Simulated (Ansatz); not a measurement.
## Ansatz (development build ahead of 0.2.0) run

```yaml
crystal:
  periodic: [false, false, false]
  atoms:
    - { symbol: "N", position_ang: [0.0, 0.0, 0.0] }
    - { symbol: "N", position_ang: [0.0, 0.0, 1.65] }
basis:
  gaussian: { orbitals: pcseg-2 }
magnetization:
  spin_polarized: true
hamiltonian:
  xc: pbe
```

The input is written out in the form of the current development build from the run's settings.

Results

- Converged: yes
- Total energy: -109.20350 hartree
- Spin squared of the determinant: 0.770
- Stability test: minimum

Caution: the unrestricted determinant is spin contaminated.
